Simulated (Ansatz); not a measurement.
# CH5BO: the cost of one run

All numbers below are computed with Ansatz 0.2.0 (RKS PBE/def2-SVP).

### Step 1. Starting point

Bond lengths: C1–B2 1.522 Å, B2–O3 1.458 Å, C1–H4 1.059 Å, C1–H5 1.135 Å, C1–H6 1.163 Å, B2–H7 1.212 Å, O3–H8 0.999 Å. Angles: C1–B2–O3 118.9°, C1–B2–H7 120.3°, O3–B2–H7 120.8°, B2–C1–H4 112.0°, B2–C1–H5 113.1°, B2–C1–H6 111.7°, H4–C1–H5 106.5°, H4–C1–H6 107.2°, H5–C1–H6 105.8°, B2–O3–H8 103.0°.

Structure file:

```xyz
8

C    -0.5444    0.6393   -0.3111
B     0.5593   -0.1464    0.3816
O     0.3031   -1.5272    0.7722
H    -1.4241    0.0626   -0.4360
H    -0.2492    1.0061   -1.3434
H    -0.8384    1.5896    0.2916
H     1.6352    0.3683    0.5944
H     0.6508   -2.0495   -0.0051
```

### Step 2. Preparing the start

Input file input.yaml:

```yaml
crystal:
  periodic: [false, false, false]
  atoms:
    - { symbol: C, position_ang: [-0.5444, 0.6393, -0.3111] }
    - { symbol: B, position_ang: [0.5593, -0.1464, 0.3816] }
    - { symbol: O, position_ang: [0.3031, -1.5272, 0.7722] }
    - { symbol: H, position_ang: [-1.4241, 0.0626, -0.436] }
    - { symbol: H, position_ang: [-0.2492, 1.0061, -1.3434] }
    - { symbol: H, position_ang: [-0.8384, 1.5896, 0.2916] }
    - { symbol: H, position_ang: [1.6352, 0.3683, 0.5944] }
    - { symbol: H, position_ang: [0.6508, -2.0495, -0.0051] }
basis:
  gaussian: { orbitals: def2-SVP }
hamiltonian:
  xc: pbe
relax:
  f_tol: 0.02
  max_steps: 40
scf:
  lower_state_search: "off"
```

Launch:

```
ansatz run input.yaml --threads 1 --pin off --max-ram 2048MiB --backend cpu --events-out ev --progress --plain --runs-dir out
```

Q: Estimate wall time and peak memory on 1 thread of Arm Neoverse V1, shared host.

About 13 s, with a peak of 0.11 GiB.
